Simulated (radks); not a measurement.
# C³⁺ in [He] 2s0.5 3d0.5: an all-electron calculation

One table from this session's results is given with a row withheld; the runs are named, their logs left out.

Method: scalar-relativistic Kohn-Sham, XLYP, spin-polarised, spherical densities, point nucleus; open shells are filled with parallel spins first. Code: radks (a radial shooting solver on a logarithmic mesh, Libxc functionals) version 1.

**The atom as given**

- element: carbon (Z = 6)
- charge: +3
- electrons: 3
- configuration: [He] 2s0.5 3d0.5

The first run:

Settings of this run:

```text
Z 6
configuration [He] 2s0.5 3d0.5 2p0 3s0
relativity scalar-relativistic
functional xlyp
spin polarised
nucleus point
c 137.035999084
```

One of the session's tables, all rows but one given; the rest of the session is left out.

It belongs to the step «Shells». Radial moments (bohr):

| level | <r> | outermost maximum (interpolated) | 90 % within | nodes |
| --- | --- | --- | --- | --- |
| 1s up | 0.2685 | 0.173 | 0.481 | 0 |
| 1s down | 0.2687 | 0.173 | 0.482 | 0 |
| 2s up | 1.255 | 1.06 | 1.93 | 1 |
| 2p up | 1.161 | 0.922 | 1.88 | 0 |
| 3s up | 3.085 | 2.91 | 4.47 | 2 |
| 3d up | ? | ? | ? | ? |

Q: Estimate the row for 3d up from the others.

The run gave: <r>: 2.694; outermost maximum (interpolated): 2.29; 90 % within: 4.09; nodes: 0. In the column «<r>» it lies between 2s up (1.255) and 3s up (3.085).
